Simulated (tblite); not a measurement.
C₄H₃F.
Bonds: C1–C2 (double), C2–C3, C3–C4 (double), C4–F5, C2–C4. Hydrogens: H6, H7 on C1; H8 on C3.

Computed with GFN2-xTB (tblite), gas phase: Langevin dynamics at 300 K from the optimised GFN2-xTB geometry, time step 0.5 fs, friction 0.01 fs⁻¹, 2000 steps. The instantaneous temperature is 2·E(kin)/(3Nk) with all 3N coordinates.

```
t (fs)  T (K)  E(pot) above start (eV)  C1=C2 (Å)  C2–C3 (Å)  C3=C4 (Å)  C4–F5 (Å)  C2–C4 (Å)  C1–H6 (Å)
     0    234                    0.000      1.309      1.475      1.319      1.315      1.436      1.076
    25    141                    0.117      1.314      1.463      1.324      1.284      1.436      1.118
    50    222                    0.170      1.315      1.509      1.287      1.329      1.459      1.045
    75    238                    0.133      1.314      1.467      1.326      1.304      1.451      1.066
   100    183                    0.292      1.300      1.452      1.333      1.295      1.444      1.152
   125    155                    0.250      1.298      1.549      1.303      1.345      1.445      1.074
   150    218                    0.268      1.315      1.469      1.323      1.375      1.421      1.030
   175    175                    0.345      1.300      1.480      1.359      1.274      1.421      1.115
   200    216                    0.307      1.340      1.496      1.303      1.313      1.502      1.107
   225    282                    0.312      1.303      1.447      1.277      1.300      1.494      1.026
   250    435                    0.117      1.293      1.457      1.331      1.282      1.428      1.095
   275    241                    0.190      1.334      1.501      1.354      1.339      1.430      1.098
   300    282                    0.148      1.296      1.471      1.329      1.341      1.424      1.060
   325    217                    0.168      1.312      1.523      1.308      1.320      1.380      1.063
   350    225                    0.233      1.324      1.513      1.363      1.345      1.432      1.102
   375    370                    0.244      1.298      1.417      1.325      1.318      1.417      1.047
   400    369                    0.239      1.310      1.516      1.301      1.299      1.486      1.078
   425    269                    0.285      1.361      1.491      1.301      1.274      1.435      1.109
   450    442                    0.147      1.290      1.442      1.326      1.303      1.488      1.071
   475    278                    0.231      1.307      1.464      1.299      1.297      1.444      1.040
   500    184                    0.309      1.304      1.497      1.333      1.348      1.439      1.112
   525    238                    0.327      1.328      1.557      1.321      1.337      1.407      1.077
   550    350                    0.236      1.304      1.488      1.315      1.351      1.460      1.013
   575    312                    0.407      1.302      1.482      1.330      1.282      1.397      1.145
   600    471                    0.344      1.329      1.462      1.335      1.324      1.517      1.101
   625    326                    0.233      1.311      1.488      1.304      1.304      1.426      1.036
   650    276                    0.304      1.282      1.451      1.286      1.295      1.438      1.086
   675    392                    0.244      1.361      1.464      1.332      1.323      1.486      1.099
   700    458                    0.274      1.316      1.473      1.370      1.254      1.451      1.048
   725    361                    0.311      1.277      1.445      1.279      1.341      1.418      1.120
   750    403                    0.286      1.276      1.508      1.300      1.358      1.461      1.079
   775    247                    0.198      1.348      1.462      1.350      1.318      1.398      1.042
   800    258                    0.187      1.297      1.519      1.349      1.301      1.436      1.119
   825    172                    0.272      1.310      1.486      1.268      1.373      1.429      1.061
   850    250                    0.226      1.302      1.462      1.365      1.288      1.461      1.053
   875    236                    0.238      1.359      1.452      1.320      1.296      1.414      1.117
   900    171                    0.299      1.273      1.531      1.288      1.303      1.505      1.103
   925    359                    0.222      1.333      1.461      1.306      1.298      1.397      1.047
   950    223                    0.240      1.297      1.480      1.362      1.322      1.433      1.095
   975    161                    0.252      1.327      1.499      1.301      1.331      1.404      1.116
  1000    267                    0.198      1.286      1.480      1.330      1.321      1.461      1.019
```

Q: From 500 fs on, how do temperature and potential energy compare with equipartition?

A: The mean temperature of these 21 frames is 291 K against the target 300 K, and the mean potential energy 0.27 eV against 18 × kT/2 = 0.23 eV for 18 classical harmonic modes. For 8 atoms in a canonical ensemble the temperature itself scatters by T·√(2/(3N)) = 87 K; here its standard deviation is 90 K. The whole run lasts only 10 friction times of 100 fs, so these averages carry a wide statistical error.

Q: What are the kinetic and total energies of the listed frame with the highest potential energy?

A: The one at 575 fs, 0.407 eV above the start. Its kinetic energy is 3NkT/2 = 0.322 eV at 312 K, so the sum is 0.73 eV; over the listed frames the sum runs from 0.24 to 0.83 eV, since the thermostat adds and removes energy.

Q: How much do the listed bonds fluctuate from 500 fs on?

A: 
```json
{"bond": "C1=C2", "at the start (Å)": "1.309", "mean (Å)": "1.311", "standard deviation (Å)": "0.025"}
{"bond": "C2–C3", "at the start (Å)": "1.475", "mean (Å)": "1.483", "standard deviation (Å)": "0.028"}
{"bond": "C3=C4", "at the start (Å)": "1.319", "mean (Å)": "1.321", "standard deviation (Å)": "0.028"}
{"bond": "C4–F5", "at the start (Å)": "1.315", "mean (Å)": "1.317", "standard deviation (Å)": "0.028"}
{"bond": "C2–C4", "at the start (Å)": "1.436", "mean (Å)": "1.440", "standard deviation (Å)": "0.034"}
{"bond": "C1–H6", "at the start (Å)": "1.076", "mean (Å)": "1.081", "standard deviation (Å)": "0.036"}
```

The motion is classical and holds no zero-point motion.

What follows is the cost of the whole dynamics run. On Intel Xeon Platinum 8375C at 2.90 GHz, one thread, on a shared host, this took 8.1 s of wall time and 0.19 GiB of memory at its peak.
